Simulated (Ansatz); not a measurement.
**BSiHO (triplet): wB97M-V, B2PLYP, RPA-PBE over vertical spin and charge gaps and displaced geometries, cc-pVDZ**

Aim: run BSiHO (triplet) with these functionals over vertical spin and charge gaps and displaced geometries, and hold them against the top wave-function level at the same points.

Program: Ansatz 0.2.0, Gaussian basis. Level of theory: cc-pVDZ, all electrons in the functionals, frozen cores in the correlation of double hybrids and RPA. These are calculated values, not measurements.

The runs, in order: wB97M-V, B2PLYP, RPA-PBE, at charge 0, triplet; charge 0, singlet; charge 0, quintet; charge 1, doublet; charge 1, quartet; displaced geometry v1; displaced geometry v2.

27 further runs of the same task are left out: 9 that didn't finish, 18 set aside as unsound or not needed.

### Step 1. The geometry

The geometry is a PBE0/def2-TZVP stationary point (not a proven minimum).

4 atoms, charge 0, spin multiplicity 3.

Atoms are counted from 1 here; the program's logs count them from 0.

Bond lengths: B1–O2 1.301 Å, B1–H4 1.196 Å, O2–Si3 1.661 Å. Angles: O2–B1–H4 128.4°, B1–O2–Si3 176.8°.

As a file:

```xyz
4
charge 0, multiplicity 3
B     0.00001   -0.28962    0.85666
O    -0.00002   -0.17163   -0.43923
Si    0.00000   -0.11484   -2.09956
H     0.00000    0.57609    1.68213
```

No dispersion term is added; wB97M-V holds VV10 nonlocal correlation.

The geometry shown and the zero of energy belong to the point charge 0, triplet. The yardstick, UCCSDT(Q), and other wave-function levels (R restricted, U unrestricted, valence and pair active spaces) come from earlier runs.

### Step 2. wB97M-V, charge 0, triplet

File in.yaml:

```yaml
crystal:
  periodic: [false, false, false]
  atoms:
    - {symbol: B, position_ang: [0.000012, -0.289616, 0.856663]}
    - {symbol: O, position_ang: [-0.000018, -0.171632, -0.439229]}
    - {symbol: Si, position_ang: [0.000003, -0.114843, -2.099559]}
    - {symbol: H, position_ang: [0.000004, 0.576091, 1.682126]}
basis:
  gaussian: {orbitals: cc-pVDZ}
magnetization: {spin_polarized: true, initial_magnetization: 2}
hamiltonian: {xc: {name: wB97M-V}}
output: {orbitals: {seedname: orbitals}}
```

The run is started by

```sh
> ansatz run in.yaml --threads 1 --pin off --events-out ev --progress --plain --max-ram 2393MiB
```

The program printed, shortened:

```text
Functional definition: wB97M-V
  name "wB97M-V"
  cite "Mardirossian & Head-Gordon, J. Chem. Phys. 144, 214110 (2016) doi:10.1063/1.4952647"
  cite "Becke, J. Chem. Phys. 107, 8554 (1997) doi:10.1063/1.475007"
  cite "Vydrov & Van Voorhis, J. Chem. Phys. 133, 244103 (2010) doi:10.1063/1.3521275"
  # Of w^i u^j: cxij and so on, Table III.
[...]
  gx(w, u) = 1 - cx + cx01*u + cx10*w
  gss(w, u) = css00 + css04*u^4 + css10*w + css20*w^2 + css43*w^4*u^3
  gos(w, u) = cos00 + cos10*w + (cos20 + cos21*u)*w^2 + (cos60 + cos61*u)*w^6
[...]
      + integral(e_c_pw_mod_opposite_spin*gos(b97_w_opposite, b97_u_opposite)) + vv10(b, c)
487 factors; integrals over basis functions are off by at most 9.0e-4 eV
154 factors; integrals over basis functions are off by at most 1.4e-5 eV
[...]
mean field -10613.49440387 eV, -390.0387252573 hartree, gradient 7.8e-6 eV, S^2 2.008015; 2 other end points of the search recorded, 0 dependent functions left out
reference -10613.49443682 eV, -390.0387264681 hartree; 15, 13 occupied and 36, 38 virtual orbitals, 487 factors
Total energy: -10613.49443682 eV, -390.0387264681 hartree
```

Wall time 19 s (1 thread of Arm Neoverse N1, shared host).

From the report: ⟨S²⟩ of the determinant 2.008 (pure triplet: 2.00).

### Step 3. wB97M-V, charge 0, singlet

in.yaml, as its differences from that of step 2:

```diff
@@ -9,4 +9,4 @@
   gaussian: {orbitals: cc-pVDZ}
-magnetization: {spin_polarized: true, initial_magnetization: 2}
+magnetization: {spin_polarized: true, initial_magnetization: 0}
 hamiltonian: {xc: {name: wB97M-V}}
-output: {orbitals: {seedname: orbitals}}
+output: {forces: true, orbitals: {seedname: orbitals}}
```

Launched as before.

The program printed, shortened:

```text
Functional definition: wB97M-V
  name "wB97M-V"
  cite "Mardirossian & Head-Gordon, J. Chem. Phys. 144, 214110 (2016) doi:10.1063/1.4952647"
  cite "Becke, J. Chem. Phys. 107, 8554 (1997) doi:10.1063/1.475007"
  cite "Vydrov & Van Voorhis, J. Chem. Phys. 133, 244103 (2010) doi:10.1063/1.3521275"
  # Of w^i u^j: cxij and so on, Table III.
[...]
  gx(w, u) = 1 - cx + cx01*u + cx10*w
  gss(w, u) = css00 + css04*u^4 + css10*w + css20*w^2 + css43*w^4*u^3
  gos(w, u) = cos00 + cos10*w + (cos20 + cos21*u)*w^2 + (cos60 + cos61*u)*w^6
[...]
      + integral(e_c_pw_mod_opposite_spin*gos(b97_w_opposite, b97_u_opposite)) + vv10(b, c)
487 factors; integrals over basis functions are off by at most 9.0e-4 eV
154 factors; integrals over basis functions are off by at most 1.4e-5 eV
[...]
mean field -10613.39754252 eV, -390.0351656685 hartree, gradient 2.0e-7 eV, S^2 1.003016; 7 other end points of the search recorded, 0 dependent functions left out
[...]
reference -10613.39757565 eV, -390.0351668859 hartree; 14, 14 occupied and 37, 37 virtual orbitals, 487 factors
Total energy: -10613.39757565 eV, -390.0351668859 hartree
Atom 0 at     0.000012    -0.289616     0.856663 Å, force     0.000016    -0.509220     0.911233 eV/Å
Atom 1 at    -0.000018    -0.171632    -0.439229 Å, force    -0.000009     0.181443     0.343440 eV/Å
Atom 2 at     0.000003    -0.114843    -2.099559 Å, force     0.000001     0.046029    -1.312760 eV/Å
Atom 3 at     0.000004     0.576091     1.682126 Å, force    -0.000008     0.281748     0.058086 eV/Å
Dipole moment:     0.000000     0.093694    -0.138809 e Å
```

It took 70 s on 1 thread of Arm Neoverse N1, shared host.

From the report: ⟨S²⟩ of the determinant 1.003 (pure singlet: 0.00). The determinant is far from a pure spin state, so its energy mixes those of several spin states (harmless only where they are near-degenerate, as at dissociation).

From charge 0, triplet: +9.3 kJ/mol.

### Step 4. wB97M-V, charge 0, quintet

in.yaml, as its differences from that of step 3:

```diff
@@ -9,4 +9,4 @@
   gaussian: {orbitals: cc-pVDZ}
-magnetization: {spin_polarized: true, initial_magnetization: 0}
+magnetization: {spin_polarized: true, initial_magnetization: 4}
 hamiltonian: {xc: {name: wB97M-V}}
-output: {forces: true, orbitals: {seedname: orbitals}}
+output: {orbitals: {seedname: orbitals}}
```

Same command.

The program printed, shortened:

```text
Functional definition: wB97M-V
  name "wB97M-V"
  cite "Mardirossian & Head-Gordon, J. Chem. Phys. 144, 214110 (2016) doi:10.1063/1.4952647"
  cite "Becke, J. Chem. Phys. 107, 8554 (1997) doi:10.1063/1.475007"
  cite "Vydrov & Van Voorhis, J. Chem. Phys. 133, 244103 (2010) doi:10.1063/1.3521275"
  # Of w^i u^j: cxij and so on, Table III.
[...]
  gx(w, u) = 1 - cx + cx01*u + cx10*w
  gss(w, u) = css00 + css04*u^4 + css10*w + css20*w^2 + css43*w^4*u^3
  gos(w, u) = cos00 + cos10*w + (cos20 + cos21*u)*w^2 + (cos60 + cos61*u)*w^6
[...]
      + integral(e_c_pw_mod_opposite_spin*gos(b97_w_opposite, b97_u_opposite)) + vv10(b, c)
487 factors; integrals over basis functions are off by at most 9.0e-4 eV
154 factors; integrals over basis functions are off by at most 1.4e-5 eV
[...]
mean field -10609.14806804 eV, -389.8790003616 hartree, gradient 4.3e-5 eV, S^2 6.002376; 0 other end points of the search recorded, 0 dependent functions left out
reference -10609.14809982 eV, -389.8790015296 hartree; 16, 12 occupied and 35, 39 virtual orbitals, 487 factors
Total energy: -10609.14809982 eV, -389.8790015296 hartree
```

Wall time 13 s (1 thread of Arm Neoverse N1, shared host).

From the report: ⟨S²⟩ of the determinant 6.002 (pure quintet: 6.00).

From charge 0, triplet: +419.4 kJ/mol.

### Step 5. wB97M-V, charge 1, doublet

in.yaml, as its differences from that of step 4:

```diff
@@ -9,3 +9,4 @@
   gaussian: {orbitals: cc-pVDZ}
-magnetization: {spin_polarized: true, initial_magnetization: 4}
+total_charge: 1
+magnetization: {spin_polarized: true, initial_magnetization: 1}
 hamiltonian: {xc: {name: wB97M-V}}
```

Launched as before.

The program printed, shortened:

```text
Functional definition: wB97M-V
  name "wB97M-V"
  cite "Mardirossian & Head-Gordon, J. Chem. Phys. 144, 214110 (2016) doi:10.1063/1.4952647"
  cite "Becke, J. Chem. Phys. 107, 8554 (1997) doi:10.1063/1.475007"
  cite "Vydrov & Van Voorhis, J. Chem. Phys. 133, 244103 (2010) doi:10.1063/1.3521275"
  # Of w^i u^j: cxij and so on, Table III.
[...]
  gx(w, u) = 1 - cx + cx01*u + cx10*w
  gss(w, u) = css00 + css04*u^4 + css10*w + css20*w^2 + css43*w^4*u^3
  gos(w, u) = cos00 + cos10*w + (cos20 + cos21*u)*w^2 + (cos60 + cos61*u)*w^6
[...]
      + integral(e_c_pw_mod_opposite_spin*gos(b97_w_opposite, b97_u_opposite)) + vv10(b, c)
487 factors; integrals over basis functions are off by at most 9.0e-4 eV
154 factors; integrals over basis functions are off by at most 1.4e-5 eV
[...]
mean field -10606.79815528 eV, -389.7926426607 hartree, gradient 1.0e-5 eV, S^2 0.762400; 2 other end points of the search recorded, 0 dependent functions left out
reference -10606.79819087 eV, -389.7926439683 hartree; 14, 13 occupied and 37, 38 virtual orbitals, 487 factors
Total energy: -10606.79819087 eV, -389.7926439683 hartree
```

It took 16 s on 1 thread of Arm Neoverse N1, shared host.

From the report: ⟨S²⟩ of the determinant 0.762 (pure doublet: 0.75).

From charge 0, triplet: +646.1 kJ/mol.

### Step 6. wB97M-V, charge 1, quartet

in.yaml, as its differences from that of step 5:

```diff
@@ -10,3 +10,3 @@
 total_charge: 1
-magnetization: {spin_polarized: true, initial_magnetization: 1}
+magnetization: {spin_polarized: true, initial_magnetization: 3}
 hamiltonian: {xc: {name: wB97M-V}}
```

The command is unchanged.

The program printed, shortened:

```text
Functional definition: wB97M-V
  name "wB97M-V"
  cite "Mardirossian & Head-Gordon, J. Chem. Phys. 144, 214110 (2016) doi:10.1063/1.4952647"
  cite "Becke, J. Chem. Phys. 107, 8554 (1997) doi:10.1063/1.475007"
  cite "Vydrov & Van Voorhis, J. Chem. Phys. 133, 244103 (2010) doi:10.1063/1.3521275"
  # Of w^i u^j: cxij and so on, Table III.
[...]
  gx(w, u) = 1 - cx + cx01*u + cx10*w
  gss(w, u) = css00 + css04*u^4 + css10*w + css20*w^2 + css43*w^4*u^3
  gos(w, u) = cos00 + cos10*w + (cos20 + cos21*u)*w^2 + (cos60 + cos61*u)*w^6
[...]
      + integral(e_c_pw_mod_opposite_spin*gos(b97_w_opposite, b97_u_opposite)) + vv10(b, c)
487 factors; integrals over basis functions are off by at most 9.0e-4 eV
154 factors; integrals over basis functions are off by at most 1.4e-5 eV
[...]
mean field -10602.51881118 eV, -389.6353796656 hartree, gradient 4.0e-5 eV, S^2 3.762880; 2 other end points of the search recorded, 0 dependent functions left out
reference -10602.51884522 eV, -389.6353809165 hartree; 15, 12 occupied and 36, 39 virtual orbitals, 487 factors
Total energy: -10602.51884522 eV, -389.6353809165 hartree
```

It took 14 s on 1 thread of Arm Neoverse N1, shared host.

From the report: ⟨S²⟩ of the determinant 3.763 (pure quartet: 3.75).

From charge 0, triplet: +1059.0 kJ/mol.

### Step 7. wB97M-V, displaced geometry v1

File in.yaml:

```yaml
crystal:
  periodic: [false, false, false]
  atoms:
    - {symbol: B, position_ang: [0.002349, -0.291461, 0.878884]}
    - {symbol: O, position_ang: [0.001486, -0.189619, -0.428162]}
    - {symbol: Si, position_ang: [0.049471, -0.073520, -2.131105]}
    - {symbol: H, position_ang: [-0.053305, 0.554600, 1.680383]}
basis:
  gaussian: {orbitals: cc-pVDZ}
magnetization: {spin_polarized: true, initial_magnetization: 2}
hamiltonian: {xc: {name: wB97M-V}}
output: {orbitals: {seedname: orbitals}}
```

Launched as before.

The program printed, shortened:

```text
Functional definition: wB97M-V
  name "wB97M-V"
  cite "Mardirossian & Head-Gordon, J. Chem. Phys. 144, 214110 (2016) doi:10.1063/1.4952647"
  cite "Becke, J. Chem. Phys. 107, 8554 (1997) doi:10.1063/1.475007"
  cite "Vydrov & Van Voorhis, J. Chem. Phys. 133, 244103 (2010) doi:10.1063/1.3521275"
  # Of w^i u^j: cxij and so on, Table III.
[...]
  gx(w, u) = 1 - cx + cx01*u + cx10*w
  gss(w, u) = css00 + css04*u^4 + css10*w + css20*w^2 + css43*w^4*u^3
  gos(w, u) = cos00 + cos10*w + (cos20 + cos21*u)*w^2 + (cos60 + cos61*u)*w^6
[...]
      + integral(e_c_pw_mod_opposite_spin*gos(b97_w_opposite, b97_u_opposite)) + vv10(b, c)
487 factors; integrals over basis functions are off by at most 8.7e-4 eV
154 factors; integrals over basis functions are off by at most 1.3e-5 eV
[...]
mean field -10613.51022427 eV, -390.0393066463 hartree, gradient 1.2e-5 eV, S^2 2.009098; 2 other end points of the search recorded, 0 dependent functions left out
reference -10613.51025739 eV, -390.0393078633 hartree; 15, 13 occupied and 36, 38 virtual orbitals, 487 factors
Total energy: -10613.51025739 eV, -390.0393078633 hartree
```

It took 23 s on 1 thread of Arm Neoverse N1, shared host.

From the report: ⟨S²⟩ of the determinant 2.009 (pure triplet: 2.00).

From charge 0, triplet: -1.5 kJ/mol.

### Step 8. wB97M-V, displaced geometry v2

File in.yaml:

```yaml
crystal:
  periodic: [false, false, false]
  atoms:
    - {symbol: B, position_ang: [0.064580, -0.265867, 0.847504]}
    - {symbol: O, position_ang: [-0.100324, -0.139509, -0.436794]}
    - {symbol: Si, position_ang: [-0.023683, -0.115144, -2.105304]}
    - {symbol: H, position_ang: [0.059427, 0.520520, 1.694595]}
basis:
  gaussian: {orbitals: cc-pVDZ}
magnetization: {spin_polarized: true, initial_magnetization: 2}
hamiltonian: {xc: {name: wB97M-V}}
output: {forces: true, orbitals: {seedname: orbitals}}
```

The command is unchanged.

The program printed, shortened:

```text
Functional definition: wB97M-V
  name "wB97M-V"
  cite "Mardirossian & Head-Gordon, J. Chem. Phys. 144, 214110 (2016) doi:10.1063/1.4952647"
  cite "Becke, J. Chem. Phys. 107, 8554 (1997) doi:10.1063/1.475007"
  cite "Vydrov & Van Voorhis, J. Chem. Phys. 133, 244103 (2010) doi:10.1063/1.3521275"
  # Of w^i u^j: cxij and so on, Table III.
[...]
  gx(w, u) = 1 - cx + cx01*u + cx10*w
  gss(w, u) = css00 + css04*u^4 + css10*w + css20*w^2 + css43*w^4*u^3
  gos(w, u) = cos00 + cos10*w + (cos20 + cos21*u)*w^2 + (cos60 + cos61*u)*w^6
[...]
      + integral(e_c_pw_mod_opposite_spin*gos(b97_w_opposite, b97_u_opposite)) + vv10(b, c)
487 factors; integrals over basis functions are off by at most 8.9e-4 eV
154 factors; integrals over basis functions are off by at most 1.3e-5 eV
[...]
mean field -10613.45648957 eV, -390.0373319326 hartree, gradient 2.1e-6 eV, S^2 2.008447; 2 other end points of the search recorded, 0 dependent functions left out
[...]
reference -10613.45652254 eV, -390.0373331443 hartree; 15, 13 occupied and 36, 38 virtual orbitals, 487 factors
Total energy: -10613.45652254 eV, -390.0373331443 hartree
Atom 0 at     0.064580    -0.265867     0.847504 Å, force     0.012878    -1.111919    -0.183846 eV/Å
Atom 1 at    -0.100324    -0.139509    -0.436794 Å, force     0.069222     0.114437     0.540930 eV/Å
Atom 2 at    -0.023683    -0.115144    -2.105304 Å, force    -0.043978     0.046319    -1.155382 eV/Å
Atom 3 at     0.059427     0.520520     1.694595 Å, force    -0.038122     0.951163     0.798297 eV/Å
Dipole moment:     0.006617     0.087204    -0.055449 e Å
```

It took 30 s on 1 thread of Arm Neoverse N1, shared host.

From the report: ⟨S²⟩ of the determinant 2.008 (pure triplet: 2.00).

From charge 0, triplet: +3.7 kJ/mol.

### Step 9. B2PLYP, charge 0, triplet

File in.yaml:

```yaml
crystal:
  periodic: [false, false, false]
  atoms:
    - {symbol: B, position_ang: [0.000012, -0.289616, 0.856663]}
    - {symbol: O, position_ang: [-0.000018, -0.171632, -0.439229]}
    - {symbol: Si, position_ang: [0.000003, -0.114843, -2.099559]}
    - {symbol: H, position_ang: [0.000004, 0.576091, 1.682126]}
basis:
  gaussian: {orbitals: cc-pVDZ}
magnetization: {spin_polarized: true, initial_magnetization: 2}
hamiltonian: {xc: {name: B2PLYP}}
correlation: {electrons: outside_noble_gas}
```

The command is unchanged.

The program printed, shortened:

```text
Functional definition: B2PLYP
  name "B2PLYP"
  cite "Grimme, J. Chem. Phys. 124, 034108 (2006) doi:10.1063/1.2148954"
  cite "Becke, Phys. Rev. A 38, 3098 (1988) doi:10.1103/PhysRevA.38.3098"
  cite "Lee, Yang & Parr, Phys. Rev. B 37, 785 (1988) doi:10.1103/PhysRevB.37.785"
[...]
487 factors; integrals over basis functions are off by at most 9.0e-4 eV
[...]
mean field -10606.23339199 eV, -389.7718879925 hartree, gradient 5.2e-6 eV, S^2 2.015674; 2 other end points of the search recorded, 0 dependent functions left out
7 core orbitals not correlated: weight in the atoms' cores, before any rotation towards them, 1.000 or more for the frozen orbitals, at most 0.000 for the correlated occupied ones
reference -10606.23351855 eV, -389.7718926433 hartree; 8, 6 occupied and 36, 38 virtual orbitals, 487 factors
second order -10.47063666 eV of doubles, -0.00000000 eV of singles
Total energy: -10609.06059044 eV, -389.8757856193 hartree
```

It took 5.5 s on 1 thread of Arm Neoverse N1, shared host.

From the report: ⟨S²⟩ of the determinant 2.016 (pure triplet: 2.00).

### Step 10. B2PLYP, charge 0, singlet

in.yaml, as its differences from that of step 9:

```diff
@@ -9,3 +9,3 @@
   gaussian: {orbitals: cc-pVDZ}
-magnetization: {spin_polarized: true, initial_magnetization: 2}
+magnetization: {spin_polarized: true, initial_magnetization: 0}
 hamiltonian: {xc: {name: B2PLYP}}
```

The command is unchanged.

The program printed, shortened:

```text
Functional definition: B2PLYP
  name "B2PLYP"
  cite "Grimme, J. Chem. Phys. 124, 034108 (2006) doi:10.1063/1.2148954"
  cite "Becke, Phys. Rev. A 38, 3098 (1988) doi:10.1103/PhysRevA.38.3098"
  cite "Lee, Yang & Parr, Phys. Rev. B 37, 785 (1988) doi:10.1103/PhysRevB.37.785"
[...]
487 factors; integrals over basis functions are off by at most 9.0e-4 eV
[...]
mean field -10606.16966788 eV, -389.7695461747 hartree, gradient 1.9e-6 eV, S^2 1.011373; 9 other end points of the search recorded, 0 dependent functions left out
7 core orbitals not correlated: weight in the atoms' cores, before any rotation towards them, 1.000 or more for the frozen orbitals, at most 0.000 for the correlated occupied ones
reference -10606.16979433 eV, -389.7695508215 hartree; 7, 7 occupied and 37, 37 virtual orbitals, 487 factors
second order -10.38279937 eV of doubles, -0.00000000 eV of singles
Total energy: -10608.97315016 eV, -389.8725722481 hartree
```

Run time: 19 s. Hardware: 1 thread of Arm Neoverse N1, shared host.

From the report: ⟨S²⟩ of the determinant 1.011 (pure singlet: 0.00). The determinant is far from a pure spin state, so its energy mixes those of several spin states (harmless only where they are near-degenerate, as at dissociation).

From charge 0, triplet: +8.4 kJ/mol.

### Step 11. B2PLYP, charge 0, quintet

in.yaml, as its differences from that of step 10:

```diff
@@ -9,3 +9,3 @@
   gaussian: {orbitals: cc-pVDZ}
-magnetization: {spin_polarized: true, initial_magnetization: 0}
+magnetization: {spin_polarized: true, initial_magnetization: 4}
 hamiltonian: {xc: {name: B2PLYP}}
```

The command is unchanged.

The program printed, shortened:

```text
Functional definition: B2PLYP
  name "B2PLYP"
  cite "Grimme, J. Chem. Phys. 124, 034108 (2006) doi:10.1063/1.2148954"
  cite "Becke, Phys. Rev. A 38, 3098 (1988) doi:10.1103/PhysRevA.38.3098"
  cite "Lee, Yang & Parr, Phys. Rev. B 37, 785 (1988) doi:10.1103/PhysRevB.37.785"
[...]
487 factors; integrals over basis functions are off by at most 9.0e-4 eV
[...]
mean field -10602.51574565 eV, -389.6352670094 hartree, gradient 7.3e-6 eV, S^2 6.004446; 0 other end points of the search recorded, 0 dependent functions left out
7 core orbitals not correlated: weight in the atoms' cores, before any rotation towards them, 1.000 or more for the frozen orbitals, at most 0.000 for the correlated occupied ones
reference -10602.51587004 eV, -389.6352715807 hartree; 9, 5 occupied and 35, 39 virtual orbitals, 487 factors
second order -9.27171490 eV of doubles, -0.00000000 eV of singles
Total energy: -10605.01923307 eV, -389.7272684749 hartree
```

Run time: 3.2 s. Hardware: 1 thread of Arm Neoverse N1, shared host.

From the report: ⟨S²⟩ of the determinant 6.004 (pure quintet: 6.00).

From charge 0, triplet: +389.9 kJ/mol.

### Step 12. B2PLYP, charge 1, doublet

in.yaml, as its differences from that of step 11:

```diff
@@ -9,3 +9,4 @@
   gaussian: {orbitals: cc-pVDZ}
-magnetization: {spin_polarized: true, initial_magnetization: 4}
+total_charge: 1
+magnetization: {spin_polarized: true, initial_magnetization: 1}
 hamiltonian: {xc: {name: B2PLYP}}
```

The command is unchanged.

The program printed, shortened:

```text
Functional definition: B2PLYP
  name "B2PLYP"
  cite "Grimme, J. Chem. Phys. 124, 034108 (2006) doi:10.1063/1.2148954"
  cite "Becke, Phys. Rev. A 38, 3098 (1988) doi:10.1103/PhysRevA.38.3098"
  cite "Lee, Yang & Parr, Phys. Rev. B 37, 785 (1988) doi:10.1103/PhysRevB.37.785"
[...]
487 factors; integrals over basis functions are off by at most 9.0e-4 eV
[...]
mean field -10599.46327128 eV, -389.5230906451 hartree, gradient 5.2e-6 eV, S^2 0.775775; 4 other end points of the search recorded, 0 dependent functions left out
7 core orbitals not correlated: weight in the atoms' cores, before any rotation towards them, 1.000 or more for the frozen orbitals, at most 0.000 for the correlated occupied ones
reference -10599.46340053 eV, -389.5230953953 hartree; 7, 6 occupied and 37, 38 virtual orbitals, 487 factors
second order -10.47222467 eV of doubles, -0.00000000 eV of singles
Total energy: -10602.29090119 eV, -389.6270041280 hartree
```

It took 6 s on 1 thread of Arm Neoverse N1, shared host.

From the report: ⟨S²⟩ of the determinant 0.776 (pure doublet: 0.75).

From charge 0, triplet: +653.2 kJ/mol.

### Step 13. B2PLYP, charge 1, quartet

in.yaml, as its differences from that of step 12:

```diff
@@ -10,3 +10,3 @@
 total_charge: 1
-magnetization: {spin_polarized: true, initial_magnetization: 1}
+magnetization: {spin_polarized: true, initial_magnetization: 3}
 hamiltonian: {xc: {name: B2PLYP}}
```

The command is unchanged.

The program printed, shortened:

```text
Functional definition: B2PLYP
  name "B2PLYP"
  cite "Grimme, J. Chem. Phys. 124, 034108 (2006) doi:10.1063/1.2148954"
  cite "Becke, Phys. Rev. A 38, 3098 (1988) doi:10.1103/PhysRevA.38.3098"
  cite "Lee, Yang & Parr, Phys. Rev. B 37, 785 (1988) doi:10.1103/PhysRevB.37.785"
[...]
487 factors; integrals over basis functions are off by at most 9.0e-4 eV
[...]
mean field -10595.73297283 eV, -389.3860047056 hartree, gradient 3.8e-6 eV, S^2 3.772426; 5 other end points of the search recorded, 0 dependent functions left out
7 core orbitals not correlated: weight in the atoms' cores, before any rotation towards them, 1.000 or more for the frozen orbitals, at most 0.000 for the correlated occupied ones
reference -10595.73310674 eV, -389.3860096268 hartree; 8, 5 occupied and 36, 39 virtual orbitals, 487 factors
second order -9.77113912 eV of doubles, -0.00000000 eV of singles
Total energy: -10598.37131430 eV, -389.4829619665 hartree
```

Run time: 7.5 s. Hardware: 1 thread of Arm Neoverse N1, shared host.

From the report: ⟨S²⟩ of the determinant 3.772 (pure quartet: 3.75).

From charge 0, triplet: +1031.4 kJ/mol.

[end of part 1 of 2]
